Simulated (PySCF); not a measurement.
# Stationary points of HP(OH)

Computed with PBE0 in PySCF with P def2-TZVP, H def2-TZVP, O def2-TZVP; no relativity; density-fitted integrals.

Relaxations began from a few typed shapes; open shells are unrestricted. The search is not exhaustive: other isomers or separated fragments can lie lower, and high-lying points may rest on an excited occupation.

Problem. Order these stationary points by electronic energy, lowest first, in kJ/mol from the lowest minimum.
A. doublet Cs: O–H 0.962 Å, P–H 1.425 Å, P–O 1.649 Å; H–O–P 110.3°, H–P–O 93.9°
B. doublet Cs: O–H 0.960 Å, P–H 1.434 Å, P–O 1.643 Å; H–O–P 115.0°, H–P–O 98.8°

Solution. A (0.0), B (3.7).

Problem. Which of them are minima?

Solution. By energy in kJ/mol, 0.0: minimum; 3.7: minimum.
